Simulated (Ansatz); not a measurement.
System: C2H6N, charge 0, doublet. C2H6N (SMILES C[N]C, doublet).
B3LYP-D3(BJ)/def2-TZVP minimum from Ansatz (an electronic-structure program):
```xyz
9

C     -0.0072    -0.1765     1.1888
N      0.0467     0.6303     0.0038
C     -0.0178    -0.1612    -1.1908
H      0.8224    -0.8999     1.2161
H      0.0434     0.4479     2.0804
H     -0.9339    -0.7700     1.2248
H      0.8114    -0.8842    -1.2349
H      0.0249     0.4745    -2.0748
H     -0.9449    -0.7542    -1.2262
```
Charge 0, spin multiplicity 2.

Wanted: atomisation energy (electronic, to ground-state atoms), in kcal/mol. UHF or UKS for unpaired electrons; spin-orbit terms are left out. CBS(X,Y): correlation extrapolated as X^-3, Hartree-Fock from the larger set. A bracket is a step between two methods taken in the basis named. Functionals run without relativity, which enters their misses. Double hybrids freeze cores in their MP2 part. '+ core + X2C': CCSD(T) terms for core correlation (cc-pwCVTZ) and scalar relativity (cc-pVTZ-DK). For partners of very few electrons the exact lower level stands in for a higher one.

CCSD(T)/CBS(cc-pVTZ,cc-pVQZ) + [CCSDT(Q) - CCSD(T)]/cc-pVDZ + core + X2C (Ansatz) gives 769.1 kcal/mol.

Q: What does PBE/def2-TZVPD (Ansatz) give here, and how do the other levels compare?

A: PBE gives 786.1 kcal/mol, 17.0 kcal/mol above it. Differences of the others: r2SCAN/def2-TZVPD (Ansatz) 2.1; B3LYP/def2-TZVPD (Ansatz) 2.4; PBE0/def2-TZVPD (Ansatz) 4.0; wB97M-V/def2-TZVPD (Ansatz) 2.2; B2PLYP/def2-TZVPD (Ansatz) -7.9; CCSD(T)/CBS(cc-pVTZ,cc-pVQZ) + core + X2C (Ansatz) -0.5 kcal/mol. Nearer than PBE: r2SCAN/def2-TZVPD, B3LYP/def2-TZVPD, PBE0/def2-TZVPD, wB97M-V/def2-TZVPD, B2PLYP/def2-TZVPD, CCSD(T)/CBS(cc-pVTZ,cc-pVQZ) + core + X2C.
